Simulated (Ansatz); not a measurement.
# C₄H₉F: a ladder of functionals and wavefunction methods

How much do the methods differ for C₄H₉F? The plan is to run it at one geometry with functionals of several rungs and with coupled cluster. The yardstick is the atomisation energy at the CCSD(T) limit.

Computed with Ansatz 0.2.0, Gaussian basis. Level: functionals in def2-TZVPP, the program's frozen cores in correlated methods.

Levels to be run: LDA (SPW92), PBE-D4, revPBE-D4, BLYP-D4, r2SCAN-D4, B97M-V, PBE0-D4, B3LYP-D4, r2SCANh-D4, r2SCAN0-D4, HSE06-D4, BHLYP-D4, CAM-B3LYP-D4, LC-ωPBE, ωB97X-V, ωB97M-V, B2PLYP, PBE-QIDH; CCSD(T)/def2-SVP; CCSD(T)/def2-TZVPP; MP2/def2-QZVPP; extrapolation to the limit; RPA on PBE.

## Step 1: Structure used throughout

The geometry comes from an earlier relaxation with PBE0-D4 in a triple-zeta def2 set; it is a stationary point, not always the lowest conformer.

14 atoms, charge 0, spin multiplicity 1.

Atoms are counted from 1 here; the program's logs count them from 0.

Bond lengths: C1–C2 1.514 Å, C1–H6 1.092 Å, C1–H7 1.092 Å, C1–H8 1.092 Å, C2–C3 1.514 Å, C2–C4 1.514 Å, C2–F5 1.406 Å, C3–H9 1.092 Å, C3–H10 1.092 Å, C3–H11 1.092 Å, C4–H12 1.092 Å, C4–H13 1.092 Å, C4–H14 1.092 Å. Angles: C2–C1–H6 110.3°, C2–C1–H7 110.3°, C2–C1–H8 110.5°, H6–C1–H7 108.6°, H6–C1–H8 108.5°, H7–C1–H8 108.5°, C1–C2–C3 112.1°, C1–C2–C4 112.1°, C1–C2–F5 106.7°, C3–C2–C4 112.1°, C3–C2–F5 106.7°, C4–C2–F5 106.7°, C2–C3–H9 110.3°, C2–C3–H10 110.3°, C2–C3–H11 110.5°, H9–C3–H10 108.6°, H9–C3–H11 108.5°, H10–C3–H11 108.5° and more.

## Step 2: LDA

This LDA is Slater exchange with PW92 correlation.

File in.yaml:

```yaml
crystal:
  periodic: [false, false, false]
  atoms:
    - {symbol: C, position_ang: [-1.293652, 0.650917, 0.118258]}
    - {symbol: C, position_ang: [0.149395, 0.271977, -0.138739]}
    - {symbol: C, position_ang: [0.897397, -0.023717, 1.143871]}
    - {symbol: C, position_ang: [0.271959, -0.855137, -1.142044]}
    - {symbol: F, position_ang: [0.765946, 1.396186, -0.716323]}
    - {symbol: H, position_ang: [-1.346761, 1.505055, 0.795866]}
    - {symbol: H, position_ang: [-1.788294, 0.917913, -0.817460]}
    - {symbol: H, position_ang: [-1.834265, -0.183681, 0.569953]}
    - {symbol: H, position_ang: [0.842558, 0.830882, 1.820764]}
    - {symbol: H, position_ang: [1.947557, -0.232242, 0.931248]}
    - {symbol: H, position_ang: [0.466791, -0.892224, 1.646980]}
    - {symbol: H, position_ang: [-0.190474, -1.765356, -0.754096]}
    - {symbol: H, position_ang: [1.322634, -1.063260, -1.352508]}
    - {symbol: H, position_ang: [-0.223493, -0.586515, -2.076870]}
basis:
  gaussian: {orbitals: def2-TZVPP}
hamiltonian: {xc: lda}
output: {orbitals: {seedname: orbitals}}
```

On the command line:

```
ansatz run in.yaml --threads 4 --pin off --events-out ev --progress --plain --max-ram 10444MiB
```

After this run come: PBE-D4 (GGA); revPBE-D4 (GGA); BLYP-D4 (GGA); r2SCAN-D4 (meta-GGA); B97M-V (meta-GGA); B3LYP-D4 (hybrid); r2SCANh-D4 (hybrid); r2SCAN0-D4 (hybrid); HSE06-D4 (hybrid); BHLYP-D4 (hybrid); CAM-B3LYP-D4 (range-separated); LC-ωPBE (range-separated); ωB97X-V (range-separated); ωB97M-V (range-separated); B2PLYP (double hybrid); PBE-QIDH (double hybrid); CCSD(T) in def2-SVP; CCSD(T) in def2-TZVPP; MP2 in def2-QZVPP; RPA on PBE orbitals.

Before running them: what should the planned runs give, taken together? Wanted: atomisation energy, CCSD(T)/CBS; farthest beyond LDA; mean size of error, GGA; mean size of error, meta-GGA; mean size of error, hybrid; mean size of error, range-separated; mean size of error, double hybrid; gap, smallest and largest; T1 diagnostic.

The runs gave:

| quantity | value |
| --- | --- |
| atomisation energy, CCSD(T)/CBS | 5516.4 kJ/mol |
| functionals within 27.6 kJ/mol (0.5 %) | revPBE-D4, BLYP-D4, r2SCAN-D4, B97M-V, PBE0-D4, B3LYP-D4, r2SCANh-D4, LC-ωPBE, ωB97X-V, ωB97M-V, PBE-QIDH |
| farthest beyond LDA | BHLYP-D4 (-130.2 kJ/mol) |
| mean size of error, GGA | 49.6 kJ/mol |
| mean size of error, meta-GGA | 9.7 kJ/mol |
| mean size of error, hybrid | 40.6 kJ/mol |
| mean size of error, range-separated | 12.7 kJ/mol |
| mean size of error, double hybrid | 32.4 kJ/mol |
| gap, smallest and largest | 7.69 eV (BLYP-D4), 15.02 eV (LC-ωPBE) |
| T1 diagnostic | 0.0097 |
| triples share of the correlation energy | 3.5 % |

**Reading.** LDA overbinds by 754.5 kJ/mol (14 %). PBE-D4 misses by +98.1 kJ/mol. Double hybrids carry the basis error of their MP2 part in triple zeta, and no dispersion term here, so their miss is partly the set-up's. The rungs meta-GGA, range-separated miss on average by less than the doubt on the reference (27.6 kJ/mol), so they tie. The reference freezes the cores and leaves out relativity and excitations past (T), so misses under about 27.6 kJ/mol can't be ranked. Hartree-Fock recovers 76 % of the binding; the rest is correlation. CCSD(T) in def2-SVP is off by -206.7 kJ/mol, more than most functionals: a good method in a small basis is no reference. Orbital gaps span 7.7 to 15.0 eV; exact exchange widens them.
